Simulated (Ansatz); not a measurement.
System: cubic Cu₃N. Method: PBE in Ansatz (PAW).

Run with plane-wave cutoff 500 eV, 10×10×10 k mesh, Fermi–Dirac smearing 0.05 eV, no spin polarisation, scalar-relativistic PAW data made under PBE.

Cell (relaxed at this level):

```cif
data_Cu3N
_chemical_formula_sum 'Cu3 N1'
_space_group_name_H-M_alt 'Pm-3m'
_space_group_IT_number 221
_space_group_name_Hall '-P 4 2 3'
_cell_length_a 3.82730
_cell_length_b 3.82730
_cell_length_c 3.82730
_cell_angle_alpha 90.000
_cell_angle_beta 90.000
_cell_angle_gamma 90.000
loop_
_atom_site_label
_atom_site_type_symbol
_atom_site_symmetry_multiplicity
_atom_site_Wyckoff_symbol
_atom_site_fract_x
_atom_site_fract_y
_atom_site_fract_z
_atom_site_occupancy
Cu1 Cu 3 d 0.00000 0.00000 0.50000 1
N1 N 1 a 0.00000 0.00000 0.00000 1
```

Question: Estimate the band gap that the calculation returns.

Answer: 
band gap: 0.22 eV (on the SCF k mesh)

Computing time: very roughly 40 core-seconds.

Ansatz is a quantum-chemistry and plane-wave program.
